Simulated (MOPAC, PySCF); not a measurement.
Bond stretch in SMILES CO (CH4O), singlet. The O2–H6 bond (O2 also carries C; H6 carries nothing else) is pulled apart rigidly from the PBE0/def2-TZVP optimised geometry.

Computed with: RKS-M06-2X = restricted M06-2X/cc-pVDZ run with PySCF; UCCSD = CCSD on UHF/cc-pVDZ, 2 core orbitals frozen (PySCF); PM6, restricted, heats of formation (MOPAC).

Energies are in mEh, each relative to the lowest point of its own curve near equilibrium.

```json
[
 {"R / Å": "0.76", "RKS-M06-2X": "67.0", "UCCSD": "67.5", "PM6": "21.6"},
 {"R / Å": "0.82", "RKS-M06-2X": "28.4", "UCCSD": "28.6", "PM6": "11.2"},
 {"R / Å": "0.86", "RKS-M06-2X": "13.4", "UCCSD": "13.4", "PM6": "6.3"},
 {"R / Å": "0.90", "RKS-M06-2X": "4.6", "UCCSD": "4.6", "PM6": "2.8"},
 {"R / Å": "0.94", "RKS-M06-2X": "0.6", "UCCSD": "0.6", "PM6": "0.7"},
 {"R / Å": "0.96", "RKS-M06-2X": "0.0", "UCCSD": "0.0", "PM6": "?"},
 {"R / Å": "0.99", "RKS-M06-2X": "0.6", "UCCSD": "0.6", "PM6": "0.0"},
 {"R / Å": "1.02", "RKS-M06-2X": "2.6", "UCCSD": "2.6", "PM6": "?"},
 {"R / Å": "1.06", "RKS-M06-2X": "7.1", "UCCSD": "7.1", "PM6": "2.5"},
 {"R / Å": "1.10", "RKS-M06-2X": "13.1", "UCCSD": "13.1", "PM6": "5.6"},
 {"R / Å": "1.19", "RKS-M06-2X": "30.4", "UCCSD": "30.1", "PM6": "16.8"},
 {"R / Å": "1.28", "RKS-M06-2X": "50.3", "UCCSD": "49.2", "PM6": "32.8"},
 {"R / Å": "1.43", "RKS-M06-2X": "84.5", "UCCSD": "81.5", "PM6": "?"},
 {"R / Å": "1.59", "RKS-M06-2X": "118.9", "UCCSD": "112.3", "PM6": "105.2"},
 {"R / Å": "1.73", "RKS-M06-2X": "145.8", "UCCSD": "133.5", "PM6": "138.5"},
 {"R / Å": "1.90", "RKS-M06-2X": "174.3", "UCCSD": "?", "PM6": "174.9"},
 {"R / Å": "2.12", "RKS-M06-2X": "204.6", "UCCSD": "160.3", "PM6": "213.4"},
 {"R / Å": "2.33", "RKS-M06-2X": "227.5", "UCCSD": "?", "PM6": "241.4"},
 {"R / Å": "2.60", "RKS-M06-2X": "250.1", "UCCSD": "164.7", "PM6": "267.4"},
 {"R / Å": "2.85", "RKS-M06-2X": "266.0", "UCCSD": "?", "PM6": "284.3"},
 {"R / Å": "3.37", "RKS-M06-2X": "288.3", "UCCSD": "165.5", "PM6": "306.3"}
]
```

Problem. Fill in the missing entries.

Solution. 
- 0.96, PM6: 0.2
- 1.02, PM6: 0.6
- 1.43, PM6: 66.0
- 1.90, UCCSD: 150.4
- 2.33, UCCSD: 163.4
- 2.85, UCCSD: 165.1

The restricted form behind RKS-M06-2X, PM6 keeps the bonding electrons paired and can't separate into open-shell fragments. The unrestricted determinant behind UCCSD is spin-contaminated at 1.43 to 3.37 Å (<S²> up to 1.0, against 0.00 for a pure singlet).
